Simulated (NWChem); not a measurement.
Program: NWChem. System: BCl3, charge 1, spin multiplicity 2, at the geometry of a parent with another charge or spin, in a state set for the comparison that need not be this species' ground state. Its SCF solution wasn't tested for a lower state. Level: UHF/def2-TZVP.

Job file:

```
start mol
memory heap 200 mb stack 900 mb global 1100 mb
charge 1
geometry units angstroms nocenter noautoz
  B      0.000000     0.000000     0.000000
  Cl     0.000000     0.000000     1.742063
  Cl     1.508667     0.000000    -0.871031
  Cl    -1.508667     0.000000    -0.871031
  symmetry group C2v
end
basis spherical
  * library def2-tzvp
end
scf
  uhf
  nopen 1
  maxiter 100
  thresh 1e-7
  semidirect memsize 60000000 filesize 0
  # guess.movecs holds the orbitals of an unrestricted PBE0 run
  vectors input guess.movecs output mol.movecs
end
task scf energy
```

NWChem printed:

```
             Northwest Computational Chemistry Package (NWChem) 7.3.0
             --------------------------------------------------------

                                NWChem Input Module
                                -------------------

 Scaling coordinates for geometry "geometry" by  1.889725989
 (inverse scale =  0.529177249)

 Turning off AUTOSYM since
 SYMMETRY directive was detected!

                             Geometry "geometry" -> ""
                             -------------------------

 Output coordinates in angstroms (scale by  1.889725989 to convert to a.u.)

  No.       Tag          Charge          X              Y              Z
 ---- ---------------- ---------- -------------- -------------- --------------
    1 B                    5.0000     0.00000000     0.00000000     0.00000000
    2 Cl                  17.0000     0.00000000     0.00000000     1.74206300
    3 Cl                  17.0000     1.50866700     0.00000000    -0.87103100
    4 Cl                  17.0000    -1.50866700     0.00000000    -0.87103100

 Effective nuclear repulsion energy (a.u.)     229.5135857618

            Nuclear Dipole moment (a.u.)
            ----------------------------
        X                 Y               Z
 ---------------- ---------------- ----------------
     0.0000000000     0.0000000000     0.0000321253

      Symmetry information
      --------------------

 Group name             C2v
 Group number             16
 Group order               4
 No. of unique centers     3

      Symmetry unique atoms

     1    2    3


 Summary of "ao basis" -> "" (spherical)
 ------------------------------------------------------------------------------
       Tag                 Description            Shells   Functions and Types
 ---------------- ------------------------------  ------  ---------------------
 *                         def2-tzvp                  on all atoms

 Summary of "ao basis" -> "ao basis" (spherical)
 ------------------------------------------------------------------------------
       Tag                 Description            Shells   Functions and Types
 ---------------- ------------------------------  ------  ---------------------
 B                         def2-tzvp                11       31   5s3p2d1f
 Cl                        def2-tzvp                13       37   5s5p2d1f

                                 NWChem SCF Module
                                 -----------------

  ao basis        = "ao basis"
  functions       =   142
  atoms           =     4
  alpha electrons =    28
  beta  electrons =    27
  charge          =   1.00
  wavefunction    = UHF
  use symmetry    = T
  symmetry adapt  = T

 Summary of "ao basis" -> "ao basis" (spherical)
 ------------------------------------------------------------------------------
       Tag                 Description            Shells   Functions and Types
 ---------------- ------------------------------  ------  ---------------------
 B                         def2-tzvp                11       31   5s3p2d1f
 Cl                        def2-tzvp                13       37   5s5p2d1f

      Symmetry analysis of basis
      --------------------------

        a1         55
        a2         18
        b1         41
        b2         28

 Forming initial guess at       0.1s

   Symmetry analysis of molecular orbitals - initial alpha
   -------------------------------------------------------

  Numbering of irreducible representations:

     1 a1          2 a2          3 b1          4 b2
[...]
 Vector   26  Occ=1.000000D+00  E=-6.387022D-01  Symmetry=a1
              MO Center=  1.1D-10,  5.0D-15, -6.8D-01, r^2= 3.5D+00
   Bfn.  Coefficient  Atom+Function         Bfn.  Coefficient  Atom+Function
  ----- ------------  ---------------      ----- ------------  ---------------
    85      0.335331  3 Cl pz               122      0.335331  4 Cl pz
    88      0.201849  3 Cl pz               125      0.201849  4 Cl pz
    82      0.157051  3 Cl pz               119      0.157051  4 Cl pz
    48      0.153612  2 Cl pz

 Vector   27  Occ=1.000000D+00  E=-6.387015D-01  Symmetry=b1
              MO Center= -1.1D-10,  9.4D-16,  6.8D-01, r^2= 3.5D+00
   Bfn.  Coefficient  Atom+Function         Bfn.  Coefficient  Atom+Function
  ----- ------------  ---------------      ----- ------------  ---------------
    46      0.395906  2 Cl px                49      0.246990  2 Cl px
    83      0.214184  3 Cl px               120      0.214184  4 Cl px
    43      0.182365  2 Cl px

 Vector   28  Occ=0.000000D+00  E=-4.034440D-01  Symmetry=b1
              MO Center=  2.2D-15, -3.3D-18,  1.3D-08, r^2= 4.3D+00
   Bfn.  Coefficient  Atom+Function         Bfn.  Coefficient  Atom+Function
  ----- ------------  ---------------      ----- ------------  ---------------
    46      0.327048  2 Cl px                85     -0.283232  3 Cl pz
   122      0.283232  4 Cl pz                49      0.243908  2 Cl px
    88     -0.211231  3 Cl pz               125      0.211231  4 Cl pz
    83     -0.163525  3 Cl px               120     -0.163525  4 Cl px

 Vector   29  Occ=0.000000D+00  E=-1.432576D-01  Symmetry=b2
              MO Center= -5.8D-14,  1.8D-14, -1.6D-06, r^2= 2.9D+00
   Bfn.  Coefficient  Atom+Function         Bfn.  Coefficient  Atom+Function
  ----- ------------  ---------------      ----- ------------  ---------------
    10      0.566015  1 B  py                13      0.394932  1 B  py
     7      0.362139  1 B  py                50     -0.291132  2 Cl py
    87     -0.291134  3 Cl py               124     -0.291134  4 Cl py
    47     -0.155465  2 Cl py                84     -0.155465  3 Cl py
   121     -0.155465  4 Cl py

 Vector   30  Occ=0.000000D+00  E=-5.260751D-02  Symmetry=a1
              MO Center= -1.0D-14, -8.4D-16, -4.8D-07, r^2= 6.6D+00
   Bfn.  Coefficient  Atom+Function         Bfn.  Coefficient  Atom+Function
  ----- ------------  ---------------      ----- ------------  ---------------
     5      2.314311  1 B  s                  4     -0.627500  1 B  s
    36     -0.599388  2 Cl s                 73     -0.599387  3 Cl s
   110     -0.599387  4 Cl s                 51      0.211584  2 Cl pz
    86      0.183233  3 Cl px               123     -0.183233  4 Cl px

 center of mass
 --------------
 x =   0.00000000 y =   0.00000000 z =   0.00000057

 moments of inertia (a.u.)
 ------------------
         568.457274048580           0.000000000000           0.000000000000
           0.000000000000        1136.911892220057           0.000000000000
           0.000000000000           0.000000000000         568.454618171478

  Mulliken analysis of the total density
  --------------------------------------

    Atom       Charge   Shell Charges
 -----------   ------   -------------------------------------------------------
    1 B    5     4.76   0.91  1.07  0.48  0.35 -0.03  0.82  0.73  0.00  0.08  0.33  0.03
    2 Cl  17    16.75   2.01  0.45  1.51  1.13  0.82  4.18  1.69  1.06  2.76  1.07  0.01  0.04  0.00
    3 Cl  17    16.75   2.01  0.45  1.51  1.13  0.82  4.18  1.69  1.06  2.76  1.07  0.01  0.04  0.00
    4 Cl  17    16.75   2.01  0.45  1.51  1.13  0.82  4.18  1.69  1.06  2.76  1.07  0.01  0.04  0.00

  Mulliken analysis of the alpha density
  --------------------------------------

    Atom       Charge   Shell Charges
 -----------   ------   -------------------------------------------------------
    1 B    5     2.30   0.46  0.53  0.24  0.17 -0.02  0.40  0.35 -0.02  0.04  0.13  0.02
    2 Cl  17     8.57   1.01  0.22  0.76  0.57  0.41  2.10  0.84  0.57  1.51  0.55  0.01  0.02  0.00
    3 Cl  17     8.57   1.01  0.22  0.76  0.57  0.41  2.10  0.84  0.57  1.51  0.55  0.01  0.02  0.00
    4 Cl  17     8.57   1.01  0.22  0.76  0.57  0.41  2.10  0.84  0.57  1.51  0.55  0.01  0.02  0.00

   Mulliken analysis of the beta density
   -------------------------------------

    Atom       Charge   Shell Charges
 -----------   ------   -------------------------------------------------------
    1 B    5     2.46   0.46  0.53  0.24  0.18 -0.01  0.42  0.37  0.02  0.04  0.20  0.01
    2 Cl  17     8.18   1.01  0.22  0.76  0.56  0.41  2.08  0.85  0.48  1.25  0.53  0.01  0.02  0.00
    3 Cl  17     8.18   1.01  0.22  0.76  0.56  0.41  2.08  0.85  0.48  1.25  0.53  0.01  0.02  0.00
    4 Cl  17     8.18   1.01  0.22  0.76  0.56  0.41  2.08  0.85  0.48  1.25  0.53  0.01  0.02  0.00

   Mulliken analysis of the spin density
   -------------------------------------

    Atom       Charge   Shell Charges
 -----------   ------   -------------------------------------------------------
    1 B    5    -0.16  -0.00  0.00 -0.00 -0.01 -0.01 -0.01 -0.02 -0.04 -0.01 -0.07  0.00
    2 Cl  17     0.39   0.00  0.00 -0.00  0.01  0.00  0.02 -0.01  0.09  0.26  0.02 -0.00 -0.00 -0.00
    3 Cl  17     0.39   0.00  0.00 -0.00  0.01  0.00  0.02 -0.01  0.09  0.26  0.02 -0.00 -0.00 -0.00
    4 Cl  17     0.39   0.00  0.00 -0.00  0.01  0.00  0.02 -0.01  0.09  0.26  0.02 -0.00 -0.00 -0.00

       Multipole analysis of the density wrt the origin
       ------------------------------------------------

     L   x y z        total         alpha         beta         nuclear
     -   - - -        -----         -----         ----         -------
     0   0 0 0      1.000000    -28.000000    -27.000000     56.000000

     1   1 0 0     -0.000000     -0.000000     -0.000000      0.000000
     1   0 1 0     -0.000000     -0.000000     -0.000000      0.000000
     1   0 0 1     -0.000005     -0.000018     -0.000019      0.000032

     2   2 0 0    -23.228332   -153.388639   -146.192175    276.352483
     2   1 1 0      0.000000      0.000000      0.000000      0.000000
     2   1 0 1     -0.000000     -0.000000      0.000000      0.000000
     2   0 2 0    -29.431284    -14.825184    -14.606100      0.000000
     2   0 1 1      0.000000      0.000000     -0.000000      0.000000
     2   0 0 2    -23.228331   -153.389292   -146.192814    276.353774

 Task  times  cpu:        4.0s     wall:        4.0s

 Total times  cpu:        4.0s     wall:        4.0s
```
